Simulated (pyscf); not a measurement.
Thermochemistry of product channels of H₃C–SnH₃ (SMILES [CH3][SnH3]) + H₂S (SMILES S) on the singlet surface, in eV, from ωB97M-D3(BJ)/def2-TZVP energies (ideal gas, 1 atm, RRHO with modes under 100 cm⁻¹ raised to 100, one conformer, R ln 2 for chiral ones without a mode under 150 cm⁻¹). Structures and frequencies: ωB97X-D3(BJ)/def2-SVP in PySCF.

```
products                                                      ΔE  ΔH(298 K)  ΔG(900 K)  ΔG(1200 K)
---------------------------------------------------------  -----  ---------  ---------  ----------
CH₄ (SMILES C) + HS–SnH₃ (SMILES [SH][SnH3])               -0.85      -0.77      -0.73       -0.71
H₃C–SnH₂–SH (SMILES [CH3][SnH2][SH]) + H₂ (SMILES [H][H])  -0.40      -0.43      -0.36       -0.37
HS–CH₂–SnH₃ (SMILES S[CH2][SnH3]) + H₂ (SMILES [H][H])     +0.87      +0.77      +0.96       +0.98
```

These are energies of the channels, which say nothing of barriers. Elements past Kr carry the def2 core potentials, without spin-orbit coupling.
